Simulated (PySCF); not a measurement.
Cyclopropyl isocyanate, C4H5NO.
Atom-mapped SMILES: `[O:1]=[C:2]=[N:3][CH:4]1[CH2:5][CH2:6]1` (hydrogens: H7 on C4; H8, H9 on C5; H10, H11 on C6)

The same species was optimised twice, with GFN2-xTB and with PBE0-D3(BJ)/def2-SVP (PySCF), and the same property calculations (PySCF, gas phase) were run on both structures.

```
     coordinate  GFN2-xTB  PBE0-D3(BJ)/def2-SVP  change
      O1=C2 (Å)     1.160                 1.173  +0.013
      C2=N3 (Å)     1.188                 1.196  +0.008
      N3–C4 (Å)     1.396                 1.402  +0.006
      C5–C6 (Å)     1.500                 1.502  +0.002
      C4–C5 (Å)     1.503                 1.502  -0.001
      C4–C6 (Å)     1.503                 1.502  -0.001
   O1–C2–N3 (°)     169.6                 175.0    +5.4
   C2–N3–C4 (°)     145.7                 148.3    +2.6
   N3–C4–C6 (°)     120.9                 121.1    +0.2
   C5–C4–C6 (°)      59.9                  60.0    +0.1
   C4–C6–C5 (°)      60.1                  60.0    -0.1
   C4–C5–C6 (°)      60.1                  60.0    -0.1
   N3–C4–C5 (°)     121.0                 120.9    -0.1
C2–N3–C4–C5 (°)       -35                   -34      +1
```

Rotational constants: A = 11496, B = 2050, C = 2017 MHz (GFN2-xTB) against A = 11423, B = 2015, C = 1982 MHz (PBE0-D3(BJ)/def2-SVP). Point groups within 0.08 Å: Cs and Cs.

On the GFN2-xTB structure: HOMO (eV) -7.45 [PBE0/pcSseg-1]; LUMO (eV) 0.61 [PBE0/pcSseg-1]; dipole (D) 3.14 [PBE0/pcSseg-1]; GIAO shielding of O1 (ppm) 202.6 [PBE0/pcSseg-1]; GIAO shielding of C2 (ppm) 68.2 [PBE0/pcSseg-1]; GIAO shielding of N3 (ppm) 216.7 [PBE0/pcSseg-1]; GIAO shielding of C4 (ppm) 162.7 [PBE0/pcSseg-1]; GIAO shielding of C5/C6 (mean) (ppm) 174.6 [PBE0/pcSseg-1].

Task: What do these properties become on the PBE0-D3(BJ)/def2-SVP structure?

Result: 
```csv
property,level,on GFN2-xTB,on PBE0-D3(BJ)/def2-SVP,change
HOMO (eV),PBE0/pcSseg-1,-7.45,-7.49,-0.04
LUMO (eV),PBE0/pcSseg-1,0.61,0.74,+0.13
dipole (D),PBE0/pcSseg-1,3.14,3.19,+0.05
"energy, GFN2-xTB geometry as zero (kcal/mol)",PBE0/pcSseg-1,0.0,-0.8,-0.8
GIAO shielding of O1 (ppm),PBE0/pcSseg-1,202.6,202.7,+0.1
GIAO shielding of C2 (ppm),PBE0/pcSseg-1,68.2,67.1,-1.1
GIAO shielding of N3 (ppm),PBE0/pcSseg-1,216.7,214.5,-2.2
GIAO shielding of C4 (ppm),PBE0/pcSseg-1,162.7,160.8,-1.9
GIAO shielding of C5/C6 (mean) (ppm),PBE0/pcSseg-1,174.6,172.6,-2.0
```

The heavy atoms differ by 0.025 Å rms after alignment. Among bonds between heavy atoms O1=C2 changes most (+0.013 Å). Changes are differences of the printed values. Neither structure is proved a minimum here.

Conformer computed: `[O:1]=[C:2]=[N:3][CH:4]1[CH2:5][CH2:6]1`: C2–N3–C4–C5 -34°.
